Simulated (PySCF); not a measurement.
Compound: C₆H₁₁ (charge +1).
Atom-mapped SMILES: `[CH2:1]=[C:2]([CH3:3])[C+:4]([CH3:5])[CH3:6]` (hydrogens: H7, H8 on C1; H9, H10, H11 on C3; H12, H13, H14 on C5; H15, H16, H17 on C6)

The same species was optimised twice, with GFN2-xTB and with PBE0-D3(BJ)/def2-SVP (PySCF), and the same property calculations (PySCF, gas phase) were run on both structures.

| coordinate | GFN2-xTB | PBE0-D3(BJ)/def2-SVP | change |
| --- | --- | --- | --- |
| C4–C5 (Å) | 1.457 | 1.469 | +0.012 |
| C4–C6 (Å) | 1.457 | 1.468 | +0.011 |
| C1=C2 (Å) | 1.356 | 1.365 | +0.009 |
| C2–C4 (Å) | 1.432 | 1.436 | +0.004 |
| C2–C3 (Å) | 1.497 | 1.502 | +0.005 |
| C1–C2–C4 (°) | 121.0 | 119.0 | -2.0 |
| C2–C4–C6 (°) | 123.3 | 124.8 | +1.5 |
| C3–C2–C4 (°) | 118.9 | 120.1 | +1.2 |
| C5–C4–C6 (°) | 117.6 | 116.6 | -1.0 |
| C1–C2–C3 (°) | 120.0 | 120.9 | +0.9 |
| C2–C4–C5 (°) | 119.1 | 118.5 | -0.6 |
| C1–C2–C4–C5 (°) | 164 | 178 | +14 |

Rotational constants: A = 4678, B = 3245, C = 2009 MHz (GFN2-xTB) against A = 4635, B = 3230, C = 1973 MHz (PBE0-D3(BJ)/def2-SVP).

On the GFN2-xTB structure: HOMO (eV) -13.44 [PBE0/pcSseg-1]; LUMO (eV) -8.61 [PBE0/pcSseg-1]; GIAO shielding of C1 (ppm) 2.4 [PBE0/pcSseg-1]; GIAO shielding of C2 (ppm) 25.6 [PBE0/pcSseg-1]; GIAO shielding of C3 (ppm) 163.9 [PBE0/pcSseg-1]; GIAO shielding of C4 (ppm) -94.2 [PBE0/pcSseg-1]; GIAO shielding of C5/C6 (mean) (ppm) 145.8 [PBE0/pcSseg-1].

Problem. What do these properties become on the PBE0-D3(BJ)/def2-SVP structure?

Solution. 
| property | level | on GFN2-xTB | on PBE0-D3(BJ)/def2-SVP | change |
| --- | --- | --- | --- | --- |
| HOMO (eV) | PBE0/pcSseg-1 | -13.44 | -13.48 | -0.04 |
| LUMO (eV) | PBE0/pcSseg-1 | -8.61 | -8.59 | +0.02 |
| energy, GFN2-xTB geometry as zero (kcal/mol) | PBE0/pcSseg-1 | 0.0 | -1.0 | -1.0 |
| GIAO shielding of C1 (ppm) | PBE0/pcSseg-1 | 2.4 | -4.8 | -7.2 |
| GIAO shielding of C2 (ppm) | PBE0/pcSseg-1 | 25.6 | 25.7 | +0.1 |
| GIAO shielding of C3 (ppm) | PBE0/pcSseg-1 | 163.9 | 163.5 | -0.4 |
| GIAO shielding of C4 (ppm) | PBE0/pcSseg-1 | -94.2 | -91.1 | +3.1 |
| GIAO shielding of C5/C6 (mean) (ppm) | PBE0/pcSseg-1 | 145.8 | 144.6 | -1.2 |

The heavy atoms differ by 0.112 Å rms after alignment. Among bonds between heavy atoms C4–C5 and C4–C6 change most and about equally (+0.011 to +0.012 Å). Changes are differences of the printed values. Neither structure is proved a minimum here. Isolated species at its PBE0-D3(BJ)/def2-SVP geometry, gas phase.

The values belong to the conformer `[CH2:1]=[C:2]([CH3:3])[C+:4]([CH3:5])[CH3:6]`: C1–C2–C4–C5 178°.
